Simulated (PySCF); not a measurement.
# Reproducing measurements on 2,2-difluoropropane

**Measured values to compare with.**

From NIST CCCBDB Release 22 (SRD 101), experimental dipoles, for the gas: dipole moment (microwave Stark effect, vibrational ground state) 2.4 D.

The runs below try to reproduce these values; the comparison stands at the end.

Compound: 2,2-difluoropropane, C₃H₆F₂.
SMILES with atom numbers: `[CH3:1][C:2]([CH3:3])([F:4])[F:5]` (hydrogens: H6, H7, H8 on C1; H9, H10, H11 on C3)

Cartesian coordinates in Å at the PBE0-D3(BJ)/def2-SVP level; atoms count from 1:
```xyz
11
C3H6F2 angstrom
C      1.0268    0.7938   -0.1204
C      0.1494   -0.3087    0.4161
C     -1.1730   -0.4927   -0.2845
F      0.8417   -1.4835    0.3592
F     -0.0863   -0.0740    1.7398
H      0.5113    1.7611   -0.0505
H      1.9493    0.8356    0.4742
H      1.2852    0.5985   -1.1698
H     -1.7702    0.4270   -0.2213
H     -1.7229   -1.3106    0.2002
H     -1.0128   -0.7454   -1.3413
```

The PySCF runs (gas phase, on this PBE0-D3(BJ)/def2-SVP geometry; no spin–orbit coupling):

```tsv
level	job	basis functions	wall time
PBE0-D3(BJ)/def2-SVP, grid level 1	geometry optimisation from an MMFF94s start	100	10 s
B3LYP/pcJ-1	spin–spin couplings from 11 perturbed nuclei, spin–dipole term for 2 of them	195	18 s
```

Hardware: one thread, Arm Neoverse V2, no GPU, shared host.

## Comparison

**Dipole moment.** Measured: 2.4 D (NIST CCCBDB Release 22 (SRD 101), experimental dipoles).

| level | computed (D) | computed − measured (D) | % (from the printed values) |
| --- | --- | --- | --- |
| PBE0-D3(BJ)/def2-SVP | 2.21 | -0.19 | -8 |
| B3LYP/pcJ-1 | 2.27 | -0.13 | -5 |

Closest is B3LYP/pcJ-1 (-0.13 D), furthest PBE0-D3(BJ)/def2-SVP (-0.19 D); one molecule doesn't rank methods. The computed dipoles belong to one fixed geometry; measured ones are averaged over vibrations unless marked μe. Magnitudes are compared, not signs.

No measured geometry was used, and the causes of the misses weren't examined.
